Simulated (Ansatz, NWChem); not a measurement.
## BH5S (SMILES [BH3-][SH2+]): the vertical ionisation energy from total energies

BH5S: 7 atoms, total charge 0, spin state singlet. As SMILES, `[BH3-][SH2+]`. Geometry: relaxed at PBE0-D4/def2-TZVP.

Both states at this one shape; open shells run unrestricted unless said. 1 Eh = 27.2114 eV.

| level | program | singlet BH5S (Eh) | doublet BH5S+ (Eh) |
| --- | --- | --- | --- |
| HF/def2-SVP | NWChem | -424.940014 | -424.558506 |
| SVWN5/STO-3G | Ansatz | -419.542847 | -419.215728 |
| PBE/STO-3G | Ansatz | -421.052554 | -420.718339 |
| wB97M-V/STO-3G | Ansatz | -421.307254 | -420.952081 |

Q: Work out the vertical ionisation energy at each level.

A: 
1. HF/def2-SVP: -424.558506 − (-424.940014) = 0.381508 Eh = 10.38 eV.
2. SVWN5/STO-3G: -419.215728 − (-419.542847) = 0.327119 Eh = 8.90 eV.
3. PBE/STO-3G: -420.718339 − (-421.052554) = 0.334215 Eh = 9.09 eV.
4. wB97M-V/STO-3G: -420.952081 − (-421.307254) = 0.355173 Eh = 9.66 eV.

No measured value is set beside it here; the levels span 8.90 to 10.38 eV. Minimal sets are far from the basis-set limit.
